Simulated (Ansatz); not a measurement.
A made-up structure of C2H3O (charge +1), singlet:

```
6
angstrom
C -0.3216 0.3084 -0.1926
C 0.6177 -0.5926 0.3700
O 1.3539 -1.2980 0.8107
H 1.9636 -2.0433 0.9277
H -1.3241 -0.1260 -0.0835
H -0.2521 1.2612 0.3485
```

It is relaxed with PBE-D4/def2-SVP and then PBE0-D4/def2-TZVP (Ansatz 0.2.0). Atoms count as bonded within 1.22 times the sum of their covalent radii (H–H: 0.88 Å). The end point is not checked to be a true minimum.

**Question.** Does its bonding change? (Judge from chemistry; the calculation decides.)

**Answer.** Computed: No: no bond forms or breaks.

Where it ends: The first stage lowers the energy by 1.93 eV in 11 steps. It ends as C₂H₃O ([CH2][C][OH]), total charge +1:
```csv
atom,x (Å),y (Å),z (Å)
C1,-0.3312,0.2133,0.1205
C2,0.5122,-0.6211,0.5728
O3,1.2686,-1.4104,1.1116
H4,1.9648,-1.8125,0.5422
H5,-1.2746,-0.1395,-0.2989
H6,-0.1025,1.2799,0.1327
```

Labels in which every atom is bracketed show which atoms are joined, not bond orders.

For scale, one of the runs: PBE0-D4/def2-TZVP relaxation, 111 basis functions, launched by `ansatz run in.yaml --threads 2 --pin off --events-out ev --progress --plain --max-ram 4352MiB`. The run took about 13 s on 2 CPU threads of an Arm Neoverse V2 (shared host).
